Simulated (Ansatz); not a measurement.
# H2OSi: ladder of basis sets

How does the energy of H2OSi converge with the basis? The task is a ladder of basis sets, for H2OSi.

Computed with the Python package of Ansatz 0.2.0. The levels of theory stand in the script.

### Step 1. The system

Bond lengths: O1–Si2 1.504 Å, Si2–H3 1.456 Å, Si2–H4 1.456 Å. Angles: O1–Si2–H3 124.8°, O1–Si2–H4 124.9°, H3–Si2–H4 110.3°.

No structure file is read: the coordinates are typed or built in the script.

### Step 2. Script

File run_basis.py:

```python
"""Basis-set convergence for H2OSi."""

from dataclasses import dataclass

import ansatz


@dataclass(frozen=True)
class RunConfig:
    level: str = "ccsd_t"


settings = RunConfig()


def main() -> None:
    geometry_ang = [
        ("O", (-0.28145, 0.41089, 1.46164)),
        ("Si", (-0.00754, 0.01094, 0.03795)),
        ("H", (0.43073, -1.312, -0.38447)),
        ("H", (-0.14173, 0.89018, -1.11512)),
    ]
    molecule = ansatz.Crystal.molecule()
    for symbol, xyz in geometry_ang:
        molecule = molecule.atom(symbol, xyz)

    calculation = molecule.calculation().correlation(settings.level)

    energies = {}
    for basis in ["cc-pVDZ", "cc-pVTZ"]:
        report = calculation.basis(gaussian=basis).run(threads=1, backend="cpu").report
        size = report["n_frozen"] + report["n_occupied"][0] + report["n_virtual"][0]
        energies[basis] = (report["reference_energy_ev"] / 27.211386246, report["free_energy_ev"] / 27.211386246)
        print(f"{basis:14s} {size:4d} orbitals  reference {energies[basis][0]:14.6f} Ha  total {energies[basis][1]:14.6f} Ha")

    # correlation energy at the basis limit from E(X) = E + A / X^3
    small, large = (energies[b][1] - energies[b][0] for b in ("cc-pVDZ", "cc-pVTZ"))
    limit = (3 ** 3 * large - 2 ** 3 * small) / (3 ** 3 - 2 ** 3)
    print(f"correlation energy: {small:.6f} and {large:.6f} Ha, extrapolated {limit:.6f} Ha")
    print(f"share caught by the larger set: {100 * large / limit:.1f} %")


if __name__ == "__main__":
    main()
```

### Step 3. Running it

Launch:

```
$ python run_basis.py
```

**Question.** How far does the total energy move along this ladder of basis sets?

The runs gave:

```
                       quantity         value
extrapolated correlation energy  -0.417377 Ha
                  runs compared             2
   correlation energy, last run    -10.513 eV
```

In words: Against cc-pVDZ: cc-pVTZ -129.8 mHa. The last step alone is -129.78 mHa. What to keep in mind:
- The geometry is a force-field or estimated start, not a minimum of this method, and the last set is no limit. Much of the fall in a total is atomic energy, which cancels in bond and reaction energies.
- Inner cores stay frozen, so this is valence correlation.
- For Al to Cl the sets with a tight d function, cc-pV(X+d)Z, are usual.
- An extrapolation from small basis sets is rough.
